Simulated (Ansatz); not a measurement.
# CH₃AlO: ionisation energy by level of theory

An exercise on one series of results from a longer session: the logs are not shown, and one member is left open.

Method: unrestricted cation, the program's frozen cores in correlated methods; program: Ansatz 0.2.0, Gaussian basis.

Levels to be run: UKS PBE-D4/def2-TZVPP; UKS r2SCAN-D4/def2-TZVPP; UKS PBE0-D4/def2-TZVPP; UKS B3LYP-D4/def2-TZVPP; UKS wB97X-V/def2-TZVPP; UKS wB97M-V/def2-TZVPP; UKS B2PLYP/def2-TZVPP; UHF-CCSD(T)/def2-TZVPP; UHF-MP2/def2-QZVPP; extrapolation to the limit; then −ε(HOMO) from the neutral's earlier runs with LDA (SPW92), PBE-D4, revPBE-D4, BLYP-D4, r2SCAN-D4, B97M-V, PBE0-D4, B3LYP-D4, r2SCANh-D4, r2SCAN0-D4, HSE06-D4, BHLYP-D4, CAM-B3LYP-D4, LC-ωPBE, ωB97X-V, ωB97M-V.

## Structure used throughout

An earlier PBE0-D4 in a triple-zeta def2 set relaxation fixed the geometry.

SMILES `[CH3][Al]=[O]`, 6 atoms, charge 0, spin multiplicity 1.

Atoms are counted from 1 here; the program's logs count them from 0.

Bond lengths: C1–Al2 1.935 Å, C1–H4 1.092 Å, C1–H5 1.092 Å, C1–H6 1.092 Å, Al2–O3 1.596 Å. Angles: Al2–C1–H4 110.5°, Al2–C1–H5 110.5°, Al2–C1–H6 110.5°, H4–C1–H5 108.4°, H4–C1–H6 108.4°, H5–C1–H6 108.4°, C1–Al2–O3 180.0°.

As a file:

```xyz
6

C    -0.4125    0.4982   -0.3154
Al    0.6967   -0.8414    0.5325
O     1.6117   -1.9463    1.2321
H     0.0652    1.4791   -0.2639
H    -1.3836    0.5609    0.1808
H    -0.5774    0.2494   -1.3661
```

Set-up of the first run:

The input, in.yaml:

```yaml
crystal:
  periodic: [false, false, false]
  atoms:
    - {symbol: C, position_ang: [-0.412544, 0.498190, -0.315372]}
    - {symbol: Al, position_ang: [0.696663, -0.841355, 0.532489]}
    - {symbol: O, position_ang: [1.611684, -1.946263, 1.232051]}
    - {symbol: H, position_ang: [0.065186, 1.479067, -0.263906]}
    - {symbol: H, position_ang: [-1.383563, 0.560921, 0.180794]}
    - {symbol: H, position_ang: [-0.577417, 0.249449, -1.366054]}
basis:
  gaussian: {orbitals: def2-TZVPP}
total_charge: 1
magnetization: {spin_polarized: true, initial_magnetization: 1}
hamiltonian: {xc: pbe, dispersion: d4}
```

Among the steps run: Cation, UKS PBE-D4/def2-TZVPP; Cation, UKS r2SCAN-D4/def2-TZVPP; Cation, UKS PBE0-D4/def2-TZVPP; Cation, UKS B3LYP-D4/def2-TZVPP; Cation, UKS wB97X-V/def2-TZVPP; Cation, UKS wB97M-V/def2-TZVPP; Cation, UKS B2PLYP (frozen core)/def2-TZVPP; Cation, UHF-CCSD(T)/def2-TZVPP; Cation, UHF-MP2/def2-QZVPP.

One table of the session follows, with a row left open; its other results are not shown here.

It belongs to the step «Ionisation energies side by side». For comparison, −ε(HOMO) of the neutral from earlier runs:

```
  functional  −ε(HOMO) (eV)
 LDA (SPW92)           6.14
      PBE-D4           5.93
   revPBE-D4           5.85
     BLYP-D4           5.81
   r2SCAN-D4           6.15
      B97M-V           6.08
     PBE0-D4              ?
    B3LYP-D4           7.01
  r2SCANh-D4           6.65
  r2SCAN0-D4           7.41
    HSE06-D4           6.82
    BHLYP-D4           8.48
CAM-B3LYP-D4           8.66
     LC-ωPBE          10.01
     ωB97X-V           9.65
     ωB97M-V           9.62
```

Estimate the missing values for PBE0-D4.

**Answer.** −ε(HOMO) (eV): 7.23. In the column «−ε(HOMO) (eV)» it lies between B3LYP-D4 (7.01) and r2SCAN0-D4 (7.41).
